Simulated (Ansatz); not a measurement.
Input file:

```yaml
crystal:
  periodic: [false, false, false]
  atoms:
    - {symbol: H, position_ang: [-2.280274, 0.000000, 0.000000]}
    - {symbol: H, position_ang: [-1.292274, 0.000000, 0.000000]}
    - {symbol: B, position_ang: [0.200726, 0.000000, 0.000000]}
    - {symbol: H, position_ang: [0.709799, 0.000000, 1.077008]}
    - {symbol: H, position_ang: [0.709799, 0.000000, -1.077008]}
basis:
  gaussian: {orbitals: STO-3G}
magnetization: {spin_polarized: true, initial_magnetization: 7}
correlation: {method: ccsdtq, electrons: outside_noble_gas, diis_vectors: 12}
```

```sh
$ ansatz run in.yaml --threads 1 --pin off --events-out ev --progress --plain --max-ram 2393MiB
```

Q: How does this run end?

A: Converged. The settings were drawn as a stress test.
```
125 factors; integrals over basis functions are off by at most 3.2e-8 eV
mean field evaluation 1: about -683.9727 eV, gradient 2.7e0 eV
mean field evaluation 2: about -684.1777 eV, gradient 2.7e0 eV
mean field evaluation 4: about -684.2483 eV, gradient 8.5e-3 eV
mean field evaluation 8: about -683.9726 eV, gradient 2.7e0 eV
mean field -684.24818397 eV, -25.1456569608 hartree, gradient 2.2e-7 eV, S^2 15.750000; 0 other end points of the search recorded, 0 dependent functions left out
1 core orbitals not correlated: weight in the atoms' cores, before any rotation towards them, 1.000 or more for the frozen orbitals, at most 0.000 for the correlated occupied ones
reference -684.24818397 eV, -25.1456569608 hartree; 7, 0 occupied and 1, 8 virtual orbitals, 125 factors
second order 0.00000000 eV of doubles, -0.00000000 eV of singles
cycle   1  -0.00000000 eV  change  -5.0e-17 eV  update  6.4e-10
Total energy: -684.24818397 eV, -25.1456569608 hartree
```
